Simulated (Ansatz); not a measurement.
TaO: from a trial structure to a relaxed crystal

Computed with Ansatz 0.2.0, DFT PBE, scalar-relativistic, plane waves, PAW. Cutoff 420 eV, Γ-centred k mesh, Gaussian smearing, no spin polarisation in the final step.

The start puts TaO on the sites of a reported TlF cell (Pbcm, No. 57), with Ta in place of Tl, O in place of F, at a guessed volume.

```yaml
crystal:
  lattice:
    - [4.87220, 0.00000, 0.00000]
    - [0.00000, 4.38706, 0.00000]
    - [0.00000, 0.00000, 4.14279]
  atoms:
    - { symbol: Ta, position: [0.25500, 0.00960, 0.25000] }
    - { symbol: Ta, position: [0.74500, 0.99040, 0.75000] }
    - { symbol: Ta, position: [0.25500, 0.49040, 0.75000] }
    - { symbol: Ta, position: [0.74500, 0.50960, 0.25000] }
    - { symbol: O, position: [0.85930, 0.06280, 0.25000] }
    - { symbol: O, position: [0.14070, 0.93720, 0.75000] }
    - { symbol: O, position: [0.85930, 0.43720, 0.75000] }
    - { symbol: O, position: [0.14070, 0.56280, 0.25000] }
```

Cell and atoms relax at zero pressure; the relaxation can't lower the symmetry of the start. After a coarse first stage the cell is made exact in the group found at 0.06 Å.

Formation energies are uncorrected and refer to the elements' standard structures at the same level (O₂ as a molecule).

(1) Describe the relaxed structure.

(2) What are its volume, energy, density and gap?

## Answers

(1) It ends in P4/nmm (No. 129). Conventional cell: a = 2.868 Å, c = 5.683 Å. Ta is coordinated by 4 O at 2.20 Å and 1 O at 2.45 Å; around O lie 4 Ta at 2.20 Å, 1 Ta at 2.45 Å, 4 O at 2.58 Å and 4 O at 2.87 Å.

```cif
data_structure
_symmetry_space_group_name_H-M 'P4/nmm:1'
_symmetry_Int_Tables_number 129
_cell_length_a 2.8679
_cell_length_b 2.8679
_cell_length_c 5.6830
_cell_angle_alpha 90.000
_cell_angle_beta 90.000
_cell_angle_gamma 90.000
_cell_volume 46.74
loop_
_atom_site_label
_atom_site_type_symbol
_atom_site_symmetry_multiplicity
_atom_site_Wyckoff_symbol
_atom_site_fract_x
_atom_site_fract_y
_atom_site_fract_z
_atom_site_occupancy
Ta1 Ta 2 c 0.50000 0.00000 0.70863 1
O1 O 2 c 0.50000 0.00000 0.14015 1
```

(2) The volume per atom is 11.69 Å³, the density is 13.99 g/cm³ and the energy over the elements is -1.62 eV/atom. The gap on the 16×16×8 mesh is 0 eV (a metal).

The final run used a 16×16×8 mesh on its 4-atom cell and 0.10 eV smearing. For metals, differences of a few meV/atom aren't resolved. Spin–orbit coupling is left out. A structure relaxed within its symmetry needn't be a true minimum.

Cost: 3 runs of about 2.1 core-minutes in all, on Intel Xeon 6975P-C (Granite Rapids) (shared hosts).